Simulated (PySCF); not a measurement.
**CF₂: relaxation and vibrations of the singlet**

Aim: relax CF₂ as a singlet from a linear start, check by its vibrations whether the end is a minimum, and collect its spectrum and constants.

Computed with PySCF 2.14.0. Level: PBE0, basis C def2-TZVP, F def2-TZVP, no relativity, density fitting.

## Step 1: The system as given

3 atoms, charge 0, spin multiplicity 1.

Bond lengths: C1–F2 1.390 Å, C1–F3 1.390 Å. Angles: F2–C1–F3 180.0°.

```xyz
3
charge 0 multiplicity 1
C     0.0000    0.0000    0.0000
F     0.0000    0.0000    1.3900
F     0.0000    0.0000   -1.3900
```

## Step 2: Finding the electronic state

The steps below are one call of a driver around PySCF. For each, scf.py gives the equivalent set-up of the SCF; relaxations use the driver's own optimiser. After this first run the driver tries any further starts and a stability analysis.

File scf.py:

```python
from pyscf import gto, scf, dft
mol = gto.M(atom='''
C      0.000000     0.000000     0.000000
F      0.000000     0.000000     1.390000
F      0.000000     0.000000    -1.390000''',
    basis={'C': 'def2-TZVP', 'F': 'def2-TZVP'},
    charge=0, spin=0)
mf = dft.RKS(mol, xc='PBE0')
mf.grids.atom_grid = (50, 194)
aux = {'C': 'def2-universal-JKFIT', 'F': 'def2-universal-JKFIT'}
mf = mf.density_fit(auxbasis=aux)
mf.conv_tol = 1e-08
mf.diis_space = 10
mf.max_cycle = 60
mf.init_guess = 'minao'
mf.verbose = 4
mf.kernel()
```

Started as:

```bash
OMP_NUM_THREADS=2 python axn.py task.json out
```

Log:

```text
init E= -237.630957665694
  HOMO = -0.174152284753021  LUMO = -0.0902945177672543  gap/eV = 2.28189
cycle= 1 E= -237.208472206648  delta_E= 0.422  |g|= 0.863  |ddm|=  2.4
  HOMO = -0.215735256021027  LUMO = -0.187992598337185  gap/eV = 0.75492
cycle= 2 E= -236.292507192689  delta_E= 0.916  |g|=  2.5  |ddm|= 1.46
  HOMO = -0.245578258963381  LUMO = -0.146431834587322  gap/eV = 2.69791
cycle= 3 E= -237.360296943371  delta_E= -1.07  |g|= 0.0616  |ddm|= 0.946
  HOMO = -0.240503420860637  LUMO = -0.136164477194926  gap/eV = 2.83921
cycle= 4 E= -237.3608171534  delta_E= -0.00052  |g|= 0.0138  |ddm|= 0.0233
  HOMO = -0.24026586893358  LUMO = -0.134814727990522  gap/eV = 2.86947
cycle= 5 E= -237.360851571046  delta_E= -3.44e-05  |g|= 0.00191  |ddm|= 0.00656
  HOMO = -0.240087271995591  LUMO = -0.134522885632176  gap/eV = 2.87255
cycle= 6 E= -237.360852307825  delta_E= -7.37e-07  |g|= 0.000209  |ddm|= 0.00145
  HOMO = -0.24014088095393  LUMO = -0.134579352376179  gap/eV = 2.87248
cycle= 7 E= -237.360852315915  delta_E= -8.09e-09  |g|= 2.9e-05  |ddm|= 0.000469
  HOMO = -0.240129337034066  LUMO = -0.134567281491728  gap/eV = 2.87249
Extra cycle  E= -237.360852316002  delta_E= -8.73e-11  |g|= 2.41e-05  |ddm|= 4.74e-05
converged SCF energy = -237.360852316002
```

This step, with its further starts and checks, ran for 4.2 s (2 threads of Arm Neoverse V1, shared host).

Energies from each starting density:

```
                      start  energy (Eh)
    the minimal-basis guess  -237.360852
a thermally smeared density  -237.360852
      a smeared PBE density  -237.360852
```

The test of internal stability and the other starts found no lower closed-shell solution.

## Step 3: Linear start, singlet: relaxation

The program finds D∞h symmetry in the start, which this walk keeps.

scf.py: that of step 2 with these lines changed.

```diff
@@ -15 +14,0 @@
-mf.init_guess = 'minao'
```

Steps of the walk:

```
step  energy (Eh)  change (kJ/mol)  largest symmetric gradient (Eh/bohr)
   0  -237.360852             0.00                               0.06247
   1  -237.374008           -34.54                               0.00094
   2  -237.374012           -34.55                               0.00014
   3  -237.374012           -34.55                               0.00000
```

The walk took 2.2 s.

Geometry (Å) and forces (eV/Å) at some steps:

```
step 0
C    0.000   0.000   0.000   0.000   0.000   0.000
F    0.000   0.000   1.390   0.000   0.000   3.212
F    0.000   0.000  -1.390   0.000   0.000  -3.212
step 1
C    0.000   0.000   0.000   0.000   0.000   0.000
F    0.000   0.000   1.510   0.000   0.000  -0.048
F    0.000   0.000  -1.510   0.000   0.000   0.048
step 2
C    0.000   0.000   0.000   0.000   0.000   0.000
F    0.000   0.000   1.508   0.000   0.000  -0.007
F    0.000   0.000  -1.508   0.000   0.000   0.007
step 3
C    0.000   0.000   0.000   0.000   0.000   0.000
F    0.000   0.000   1.507   0.000   0.000   0.000
F    0.000   0.000  -1.507   0.000   0.000   0.000
```

It settles in D∞h symmetry, 34.6 kJ/mol below the start, after 3 steps: C–F 1.507 Å (×2); F–C–F 180.0°.

## Step 4: Is it a minimum? Harmonic modes

On the finer grid the gradient is checked again; gradients at displacements of ±0.02 bohr then give force constants and infrared intensities.

scf.py: that of step 3 with these lines changed.

```diff
@@ -4,2 +4,2 @@
-F      0.000000     0.000000     1.390000
-F      0.000000     0.000000    -1.390000''',
+F     -0.000000     0.000000     1.507447
+F      0.000000     0.000000    -1.507447''',
@@ -9 +9 @@
-mf.grids.atom_grid = (50, 194)
+mf.grids.atom_grid = (75, 302)
@@ -12 +12 @@
-mf.conv_tol = 1e-08
+mf.conv_tol = 1e-10
```

This SCF starts from the last density.

SCF at the final geometry:

```text
init E= -237.373994329115
  HOMO = -0.290470051398209  LUMO = -0.165658904739885  gap/eV = 3.39628
cycle= 1 E= -237.373994329091  delta_E= 2.41e-11  |g|= 1.26e-05  |ddm|= 7.6e-06
  HOMO = -0.290470142501139  LUMO = -0.165658718131211  gap/eV = 3.39629
cycle= 2 E= -237.373994328868  delta_E= 2.22e-10  |g|= 3.81e-05  |ddm|= 2.29e-05
  HOMO = -0.290470068558886  LUMO = -0.165658813460098  gap/eV = 3.39629
cycle= 3 E= -237.373994329118  delta_E= -2.5e-10  |g|= 5.08e-07  |ddm|= 1.72e-05
  HOMO = -0.290470060569856  LUMO = -0.16565883202234  gap/eV = 3.39629
cycle= 4 E= -237.373994329118  delta_E= 3.41e-13  |g|= 2.16e-08  |ddm|= 2.03e-07
  HOMO = -0.290470068031077  LUMO = -0.165658842421658  gap/eV = 3.39629
Extra cycle  E= -237.373994329118  delta_E= -3.41e-13  |g|= 3.14e-08  |ddm|= 4.58e-08
converged SCF energy = -237.373994329118
```

The whole step took 6.9 s.

Geometry: D∞h; C–F 1.507 Å (×2); F–C–F 180.0°.

Modes, for the most abundant isotopes:

```tsv
symmetry	ω (cm⁻¹)	IR (km/mol)
πu	957i	81.8
σu+	632i	1573
σg+	574	0.0
```

With 3 modes imaginary (up to 957i cm⁻¹) this point is a saddle.

Properties at this point:

- Dipole moment: 0.00 D
- Highest occupied level: -7.90 eV
- Lowest empty level: -4.51 eV
- Rotational constants: 0.1952 cm⁻¹
- Zero-point energy (real modes): 3.4 kJ/mol
- Principal polarisabilities: 14.6, 14.6, 33.3 bohr³
- Atomisation energy without zero-point energy: 568 kJ/mol
- Principal traceless quadrupole moments about the centre of mass: -5.00, 2.50, 2.50 D Å

Charges (e) and bond orders:

```json
{"atom": "C1", "Mulliken": "0.27", "Löwdin": "0.01", "polar tensor": "0.87", "Mayer order to C1": "–"}
{"atom": "F2,3", "Mulliken": "-0.13", "Löwdin": "-0.01", "polar tensor": "-0.43", "Mayer order to C1": "1.06"}
```

Mulliken populations on C1: s 4.18, p 1.36, d 0.18, f 0.01.

## Step 5: Leaving the saddle point

The atoms are moved a little along the softest imaginary mode and relaxed again.

The program finds C2v symmetry in the start, which this walk keeps. Threshold on the gradient: 0.0003 Eh/bohr, with a further test on the energy change.

scf.py: that of step 4 with these lines changed.

```diff
@@ -3,3 +3,3 @@
-C      0.000000     0.000000     0.000000
-F     -0.000000     0.000000     1.507447
-F      0.000000     0.000000    -1.507447''',
+C      0.084853    -0.084853    -0.000000
+F     -0.026798     0.026798     1.507447
+F     -0.026798     0.026798    -1.507447''',
@@ -9 +9 @@
-mf.grids.atom_grid = (75, 302)
+mf.grids.atom_grid = (50, 194)
@@ -12 +12 @@
-mf.conv_tol = 1e-10
+mf.conv_tol = 1e-08
```

Energy and gradient, step by step:

```
step  energy (Eh)  change (kJ/mol)  largest symmetric gradient (Eh/bohr)
   0  -237.386307             0.00                               0.05107
   1  -237.441525          -144.98                               0.08209
   2  -237.458761          -190.23                               0.10521
   3  -237.499713          -297.75                               0.10108
   4  -237.553485          -438.93                               0.09293
   5  -237.566254          -472.45                               0.03354
   6  -237.568938          -479.50                               0.00962
   7  -237.569269          -480.37                               0.00175
   8  -237.569277          -480.39                               0.00011
   9  -237.569277          -480.39                               0.00002
```

The walk took 6.1 s.

Positions (Å) and forces (eV/Å) along the way:

```
step 0
C    0.085  -0.085   0.000   2.626  -2.626   0.000
F   -0.027   0.027   1.507  -1.313   1.313  -1.047
F   -0.027   0.027  -1.507  -1.313   1.313   1.047
step 1
C    0.235  -0.235   0.000   1.733  -1.733   0.000
F   -0.102   0.102   1.459  -0.867   0.867  -4.221
F   -0.102   0.102  -1.459  -0.867   0.867   4.221
step 5
C    0.387  -0.387   0.000  -0.947   0.947   0.000
F   -0.178   0.178   1.068   0.473  -0.473  -1.725
F   -0.178   0.178  -1.068   0.473  -0.473   1.725
step 9
C    0.383  -0.383   0.000   0.001  -0.001   0.000
F   -0.176   0.176   1.026   0.000   0.000   0.001
F   -0.176   0.176  -1.026   0.000   0.000  -0.001
```

It settles in C2v symmetry, 480.4 kJ/mol below the start, after 9 steps: C–F 1.296 Å (×2); F–C–F 104.7°.

## Step 6: Is it a minimum? Harmonic modes

As before: finer grid, then central differences.

scf.py: that of step 5 with these lines changed.

```diff
@@ -3,3 +3,3 @@
-C      0.084853    -0.084853    -0.000000
-F     -0.026798     0.026798     1.507447
-F     -0.026798     0.026798    -1.507447''',
+C      0.425294    -0.425294     0.000000
+F     -0.134315     0.134315     1.026365
+F     -0.134315     0.134315    -1.026365''',
@@ -9 +9 @@
-mf.grids.atom_grid = (50, 194)
+mf.grids.atom_grid = (75, 302)
@@ -12 +12 @@
-mf.conv_tol = 1e-08
+mf.conv_tol = 1e-10
```

SCF at the final geometry:

```text
init E= -237.569255152505
  HOMO = -0.322486823070683  LUMO = -0.082476764795679  gap/eV = 6.53101
cycle= 1 E= -237.569255152505  delta_E= -3.41e-13  |g|= 2.55e-06  |ddm|= 4.06e-06
  HOMO = -0.322486003352704  LUMO = -0.0824759154927364  gap/eV = 6.53101
Extra cycle  E= -237.569255152504  delta_E= 1.48e-12  |g|= 3.45e-06  |ddm|= 3.57e-06
converged SCF energy = -237.569255152504
```

The whole step ran for 11 s (2 threads of Arm Neoverse V1, shared host).

Geometry: C2v; C–F 1.296 Å (×2); F–C–F 104.7°.

Modes, for the most abundant isotopes:

| symmetry | ω (cm⁻¹) | IR (km/mol) |
| --- | --- | --- |
| a1 | 681 | 3.4 |
| b2 | 1160 | 374 |
| a1 | 1261 | 118 |

No imaginary mode, so this is a minimum.

Constants and moments:

| Property | Result |
| --- | --- |
| Dipole moment | 0.69 D |
| Highest occupied level | -8.78 eV |
| Lowest empty level | -2.24 eV |
| Rotational constants | 2.951, 0.4212, 0.3686 cm⁻¹ |
| Zero-point energy | 18.6 kJ/mol |
| Principal polarisabilities | 12.8, 13.4, 17.3 bohr³ |
| Atomisation energy without zero-point energy | 1080 kJ/mol |
| Principal traceless quadrupole moments about the centre of mass | -2.17, 0.03, 2.14 D Å |
| Entropy at 298.15 K and 1 bar | 240.6 J/(mol K) |
| Heat capacity Cp at 298.15 K | 38.6 J/(mol K) |
| Enthalpy at 298.15 K above 0 K | 10.32 kJ/mol |
| Rotational symmetry number | 2 |

Charges (e) and bond orders:

```
atom  Mulliken  Löwdin  polar tensor  Mayer order to C1
  C1      0.13   -0.48          0.86                  –
F2,3     -0.06    0.24         -0.43               1.16
```

Mulliken populations on C1: s 3.85, p 1.81, d 0.18, f 0.03.

## Step 7: Would spin polarisation lower it?

At the lowest minimum the closed shell is tested against spin polarisation, on the (50, 194) grid. It is stable.

## Step 8: All stationary points

| spin | group | bonds | imaginary modes (cm⁻¹) | ΔE (kJ/mol) | with zero-point energy |
| --- | --- | --- | --- | --- | --- |
| singlet | C2v | C–F 1.296 Å (×2) | none | 0.0 | 0.0 |
| singlet | D∞h | C–F 1.507 Å (×2) | 957i, 957i, 632i | 512.7 | – |

## Step 9: Summary of results

| quantity | value |
| --- | --- |
| minimum | singlet, C2v |
| geometry | C–F 1.296 Å (×2); F–C–F 104.7° |
| wavenumbers (cm⁻¹) | 681 (a1), 1160 (b2), 1261 (a1) |
| dipole moment | 0.69 D |
| highest occupied, lowest empty level | -8.78, -2.24 eV |
| polar-tensor charge of C1 | +0.86 e |
| zero-point energy | 18.6 kJ/mol |
| entropy at 298.15 K | 240.6 J/(mol K) |
| atomisation energy (no zero-point energy) | 1080 kJ/mol |

**Reading.** The linear start (D∞h) ends in a minimum of C2v symmetry, after a stop at a higher-order saddle point 512.7 kJ/mol higher, from which it was pushed off along an imaginary mode. The strongest infrared band lies at 1160 cm⁻¹ (b2). Only this shape and spin were tried, so other structures or states may lie lower.

The search up to here took 32 s.
